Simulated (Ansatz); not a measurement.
## Re₃F: from a trial structure to a relaxed crystal

All numbers below come from Ansatz, DFT PBE, scalar-relativistic, plane waves, PAW. Cutoff 420 eV, Γ-centred k mesh, Gaussian smearing, no spin polarisation in the final step.

The start puts Re₃F on the TiAl3 (D0_22) structure type (I4/mmm, No. 139), with F in place of Ti, Re in place of Al, at a guessed volume.

```xyz
4
Lattice="-1.8205 1.8205 4.0666 1.8205 -1.8205 4.0666 1.8205 1.8205 -4.0666" Properties=species:S:1:pos:R:3 pbc="T T T"
Re    0.0000    0.0000    4.0666
Re    1.8205    0.0000    2.0333
Re    0.0000    1.8205    2.0333
F     0.0000    0.0000    0.0000
```

Cell and atoms relax at zero pressure; the relaxation can't lower the symmetry of the start. After a coarse first stage the cell is made exact in the group found at 0.06 Å.

Energies over the elements count from the elements' standard structures at the same level (F₂ as a molecule), with no empirical corrections.

Task: Which crystal results?

Result: It ends in Fm-3m (No. 225). The result has the BiF3 (D0_3) structure. Conventional cell: a = 6.089 Å. Around Re on Wyckoff site b (1 atom of the primitive cell) lie 8 Re at 2.64 Å and 6 F at 3.04 Å; Re on Wyckoff site c (2 atoms of the primitive cell) is coordinated by 4 F at 2.64 Å, 4 Re at 2.64 Å and 6 Re at 3.04 Å; F has 8 Re at 2.64 Å and 6 Re at 3.04 Å.

```cif
data_structure
_symmetry_space_group_name_H-M 'Fm-3m'
_symmetry_Int_Tables_number 225
_cell_length_a 6.0891
_cell_length_b 6.0891
_cell_length_c 6.0891
_cell_angle_alpha 90.000
_cell_angle_beta 90.000
_cell_angle_gamma 90.000
_cell_volume 225.77
loop_
_atom_site_label
_atom_site_type_symbol
_atom_site_symmetry_multiplicity
_atom_site_Wyckoff_symbol
_atom_site_fract_x
_atom_site_fract_y
_atom_site_fract_z
_atom_site_occupancy
Re1 Re 4 b 0.50000 0.00000 0.00000 1
Re2 Re 8 c 0.25000 0.75000 0.75000 1
F1 F 4 a 0.00000 0.00000 0.00000 1
```

Task: What are its volume, energy, density and gap?

Result: The volume per atom is 14.11 Å³ and the density is 16.99 g/cm³. The energy over the elements is 0.40 eV/atom and the gap on the 14×14×14 mesh is 0 eV (a metal).

The final run used a 14×14×14 mesh on its 4-atom cell and 0.10 eV smearing. The k mesh leaves about 4 meV/atom of noise in metals. Spin–orbit coupling is left out. A structure relaxed within its symmetry needn't be a true minimum. The steps took of the order of 70 core-seconds in all.

Cost: 3 runs of about 1.2 core-minutes in all, on Intel Xeon (Skylake/Cascade Lake) (shared hosts).